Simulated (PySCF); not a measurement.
Rows and methods have been separated. Pair them.

Compound: C4H9N.
SMILES: `C/C=N/CC`

The closed-shell ground state was solved 7 times with PySCF (density fitting, gas phase), always in the def2-SVPD basis (172 functions), with these functionals: B3LYP, CAM-B3LYP, HF, LC-wPBE, LDA, PBE0 and wB97X-D. One conformer (not necessarily the lowest) at the PBE0-D3(BJ)/def2-SVP geometry, without solvent, vibrations or thermal averaging.

```
row  total energy (Eh)  HOMO (eV)  LUMO (eV)  dipole (D)
  P          -210.4987      -5.80      -1.34        1.37
  Q          -210.9990     -10.85       2.88        1.69
  R          -212.3040      -9.93       2.37        1.56
  S          -212.3131      -8.61       1.14        1.51
  T          -212.4422      -6.96      -0.28        1.43
  U          -212.3645      -9.08       1.84        1.50
  V          -212.1774      -7.17      -0.01        1.44
```

Problem. Which functional belongs to which row?

Solution. P = LDA, Q = HF, R = LC-wPBE, S = CAM-B3LYP, T = B3LYP, U = wB97X-D, V = PBE0. By rising HOMO–LUMO gap: LDA (LDA) 4.46 eV; B3LYP (global hybrid, 20 % exact exchange) 6.68 eV; PBE0 (global hybrid, 25 % exact exchange) 7.16 eV; CAM-B3LYP (range-separated hybrid) 9.75 eV; wB97X-D (range-separated hybrid) 10.92 eV; LC-wPBE (range-separated hybrid) 12.30 eV; HF (all exact exchange) 13.73 eV. Total energies of different functionals aren't bounds to one another; each is stationary for its own functional.

The values belong to the conformer `[CH3:1]/[CH:2]=[N:3]/[CH2:4][CH3:5]`: C2–N3–C4–C5 120°.

The pairwise dispersion term of wB97X-D wasn't added to the energies; at a given geometry it leaves orbitals and properties as they are.
